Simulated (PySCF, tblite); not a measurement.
Isomers of C10H6O2, one GFN2-xTB conformer each. Single-point energies are computed at PBE0/pcSseg-1 (PySCF, gas phase, no added dispersion term), electronic only.

Question: Rank them by PBE0/pcSseg-1 energy, lowest first (kcal/mol).
A. `C#Cc1cccc2c1C(=O)OC2`
B. naphthoquinone (`O=C1C=CC(=O)C2=CC=CC=C12`)

Answer: B (0.0), A (31.9).

As drawn, the lower has a C=C bond outside aromatic rings, which the higher lacks; the higher has a C≡C bond and a C(=O)–O unit, which the lower lacks. GFN2-xTB itself gives, in the same order: 0.0, 7.1. Both levels put the same isomer lowest.

Question: Which frontier levels, dipoles and rotational constants go with these structures?

Answer: 
```
               SMILES  HOMO (eV, PBE0/pcSseg-1)  LUMO (eV)  dipole (D)      A, B, C (MHz)
O=C1C=CC(=O)c2ccccc21                     -7.86      -3.41        1.40  1327, 1112, 605.2
 C#Cc1cccc2c1C(=O)OC2                     -7.32      -1.92        5.09  1276, 1127, 600.7
```

Question: What happens when harmonic zero-point energies from GFN2-xTB frequencies are added?

Answer: 
```tsv
SMILES	ZPE (kcal/mol)	electronic (kcal/mol)	with ZPE (kcal/mol)
O=C1C=CC(=O)c2ccccc21	80.2	0.0	0.0
C#Cc1cccc2c1C(=O)OC2	79.4	31.9	31.1
```

The zero-point energies span 0.8 kcal/mol. The order is unchanged.
